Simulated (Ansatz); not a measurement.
Start from `CC#CC=O` and change one atom or group to get `CC#CC`.

Ansatz, PBE0-D4/def2-TZVP geometries, multiplicity 1. 

| property | `CC#CC=O` |
| --- | --- |
| size of the dipole moment (PBE/def2-TZVPP) / D | 3.99 |
| HOMO energy (ωB97M-V/def2-TZVPP) / eV | -10.32 |
| LUMO energy (ωB97M-V/def2-TZVPP) / eV | 0.45 |
| LUMO energy (PBE/def2-TZVPP) / eV | -2.75 |
| LUMO energy (B3LYP/def2-TZVPP) / eV | -1.99 |
| size of the dipole moment (B3LYP/def2-TZVPP) / D | 4.04 |

Question: What does the change do to each property? (Best estimate.)

Answer: The calculation gave: 
```tsv
property	`CC#CC`	shift
size of the dipole moment (PBE/def2-TZVPP) / D	0.00	-3.99
HOMO energy (ωB97M-V/def2-TZVPP) / eV	-9.37	0.95
LUMO energy (ωB97M-V/def2-TZVPP) / eV	2.81	2.36
LUMO energy (PBE/def2-TZVPP) / eV	0.65	3.40
LUMO energy (B3LYP/def2-TZVPP) / eV	1.07	3.06
size of the dipole moment (B3LYP/def2-TZVPP) / D	0.00	-4.04
```

With PBE0 the HOMO rises by 0.71 eV and the LUMO rises by 3.20 eV, so the gap widens by about 2.49 eV. PBE moves the HOMO by 0.16 eV and ωB97M-V by 0.95 eV.

B3LYP here is the variant with VWN-RPA as its local correlation; programs differ in this.
